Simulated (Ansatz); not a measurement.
## Molecular dynamics of AlClH4O

The input (input.yaml):

```yaml
crystal:
  periodic: [false, false, false]
  atoms:
    - { symbol: Al, position_ang: [-0.047745, -0.156754, 0.254682] }
    - { symbol: Cl, position_ang: [-0.083784, -0.719304, 2.305059] }
    - { symbol: O, position_ang: [1.460593, -0.048659, -0.549356] }
    - { symbol: H, position_ang: [1.928147, -0.700803, -1.088621] }
    - { symbol: H, position_ang: [-1.429057, -0.007266, -0.505657] }
    - { symbol: H, position_ang: [0.291593, 2.072332, 0.439356] }
    - { symbol: H, position_ang: [0.066553, 1.873655, 1.154636] }
basis:
  gaussian: { orbitals: def2-SVP }
hamiltonian:
  xc: pbe
  dispersion: d4
md:
  timestep: 0.5
  n_steps: 200
  ensemble: nve
  temperature: 300.0
  initial_velocities: maxwell_boltzmann
  seed: 9645
```

Command:

```bash
$ ansatz run input.yaml --threads 1 --pin off --max-ram 2048MiB --backend cpu --events-out ev --progress --plain --runs-dir out
```

It starts at the highest image of a converged band, a first-order saddle point between two minima.

Output, in part (step lines, the closing report, with atoms numbered from 0):

```
md step     0: t =     0.00 fs  T =   300.0 K  F+E_penalty+E_count = -21215.20416395 eV  E_kin = 0.193890 eV  conserved = -21215.01027395 eV  (25 SCF iters)
md step     1: t =     0.50 fs  T =   298.2 K  F+E_penalty+E_count = -21215.20296443 eV  E_kin = 0.192701 eV  conserved = -21215.01026295 eV  (27 SCF iters)
md step     2: t =     1.00 fs  T =   292.8 K  F+E_penalty+E_count = -21215.19949412 eV  E_kin = 0.189256 eV  conserved = -21215.01023828 eV  (27 SCF iters)
md step     3: t =     1.50 fs  T =   284.6 K  F+E_penalty+E_count = -21215.19413777 eV  E_kin = 0.183934 eV  conserved = -21215.01020383 eV  (28 SCF iters)
md step     4: t =     2.00 fs  T =   274.3 K  F+E_penalty+E_count = -21215.18743947 eV  E_kin = 0.177275 eV  conserved = -21215.01016470 eV  (28 SCF iters)
md step     5: t =     2.50 fs  T =   262.9 K  F+E_penalty+E_count = -21215.18002024 eV  E_kin = 0.169894 eV  conserved = -21215.01012625 eV  (28 SCF iters)
md step     6: t =     3.00 fs  T =   251.3 K  F+E_penalty+E_count = -21215.17249067 eV  E_kin = 0.162397 eV  conserved = -21215.01009320 eV  (28 SCF iters)
md step     7: t =     3.50 fs  T =   240.3 K  F+E_penalty+E_count = -21215.16537584 eV  E_kin = 0.155307 eV  conserved = -21215.01006843 eV  (27 SCF iters)
[... lines left out ...]
md step   197: t =    98.50 fs  T =   240.7 K  F+E_penalty+E_count = -21215.16569799 eV  E_kin = 0.155579 eV  conserved = -21215.01011933 eV  (28 SCF iters)
md step   198: t =    99.00 fs  T =   236.9 K  F+E_penalty+E_count = -21215.16317376 eV  E_kin = 0.153096 eV  conserved = -21215.01007748 eV  (27 SCF iters)
md step   199: t =    99.50 fs  T =   234.3 K  F+E_penalty+E_count = -21215.16146749 eV  E_kin = 0.151419 eV  conserved = -21215.01004849 eV  (27 SCF iters)
md step   200: t =   100.00 fs  T =   233.6 K  F+E_penalty+E_count = -21215.16103478 eV  E_kin = 0.150998 eV  conserved = -21215.01003723 eV  (24 SCF iters)
Total energy: -21215.16107128 eV, -779.6427892169 hartree
Atom 0 at    -0.050242    -0.211648     0.244180 Å, force     0.070977    -0.243322     0.861942 eV/Å
Atom 1 at    -0.077932    -0.726631     2.309123 Å, force     0.056566     0.113327    -0.286578 eV/Å
Atom 2 at     1.455515    -0.086183    -0.495038 Å, force     0.743162     0.084060    -0.258164 eV/Å
Atom 3 at     1.702995     0.064183    -1.419556 Å, force    -0.086101     0.003485     0.098727 eV/Å
Atom 4 at    -1.366261    -0.088516    -0.518204 Å, force    -0.791548     0.115752    -0.400298 eV/Å
Atom 5 at     0.517180     2.681090     0.373410 Å, force    -0.026900    -0.012319     0.020414 eV/Å
Atom 6 at    -0.055055     2.903777     0.840095 Å, force     0.033844    -0.060983    -0.036043 eV/Å
Dipole moment:     0.015739     0.190324    -0.511992 e Å
```

The steps, from the saved trajectory:

```csv
time (fs),T (K),potential energy less start (eV),conserved less start (meV/atom)
0,300,0.000,0.00
3,251,0.032,0.03
6,208,0.060,0.03
9,191,0.070,0.01
12,117,0.118,0.03
15,101,0.129,0.03
18,121,0.116,0.01
21,96,0.132,0.03
24,133,0.108,0.03
27,192,0.070,0.01
30,204,0.062,0.04
33,283,0.011,0.01
36,327,-0.017,0.01
39,301,0.000,0.03
42,298,0.001,0.01
45,257,0.028,0.01
48,179,0.078,0.04
51,196,0.067,0.01
54,189,0.072,0.02
57,179,0.078,0.03
60,222,0.051,0.01
63,210,0.059,0.01
66,175,0.081,0.04
69,206,0.061,0.00
72,170,0.084,0.02
75,140,0.104,0.03
78,153,0.095,0.01
81,104,0.127,0.03
84,81,0.142,0.03
87,119,0.117,0.01
90,119,0.117,0.03
93,167,0.086,0.03
96,243,0.037,0.00
99,237,0.041,0.03
```

All steps were run. The conserved energy stayed within 0.044 meV per atom of its start (net change 0.034 meV per atom), so the integration is sound. A run of 0.1 ps of so small a system gives no equilibrium averages. The orbitals stay closed-shell, which can raise the energy where a bond breaks towards radicals; this wasn't checked here.

The same pairs are bonded in the first frame and the last. Pairs count as bonded within 1.25 times the sum of covalent radii (0.12 Å more for H–H).

Last frame:

```xyz
7
Properties=species:S:1:pos:R:3
Al -0.050 -0.212 0.244
Cl -0.078 -0.727 2.309
O 1.456 -0.086 -0.495
H 1.703 0.064 -1.420
H -1.366 -0.088 -0.518
H 0.517 2.681 0.373
H -0.055 2.904 0.840
```

The run took 5 min on 1 thread of Arm Neoverse V2 (shared host), peak memory 0.11 GiB.
